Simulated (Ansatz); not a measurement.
We consider rock-salt TiC, described by PBE (PAW; Ansatz, an electronic-structure program).

Settings: plane-wave cutoff 520 eV, 26×26×26 k mesh, Fermi–Dirac smearing 0.056 eV (set by the program), no spin polarisation, scalar-relativistic PAW data made under PBE.

Computed at the level's own relaxed cell.

Hill averages of the elastic tensor: K = 250.7 GPa, G = 179.0 GPa. Volume 10.167 Å³/atom, mean atomic mass 29.939 u.

Problem. Work out the density, the sound velocities of a polycrystal and the elastic Debye temperature, and Pugh's ratio at this level.

Solution. ρ = 1.66054 × 29.939/10.167 = 4.890 g/cm³. v_l = √[(K + 4G/3)/ρ] = 10.004 km/s and v_t = √(G/ρ) = 6.050 km/s. The mean follows from 3/v_m³ = 1/v_l³ + 2/v_t³: v_m = 6.688 km/s. Θ_D = (ħ/k_B) v_m (6π²/V)^(1/3) = 76.38 K Å s/km × 6.688 × 1.7992 Å⁻¹ = 919 K, counting all atoms of the cell. K/G = 1.40, to be set beside Pugh's rough bound of 1.75 between brittle and ductile metals.
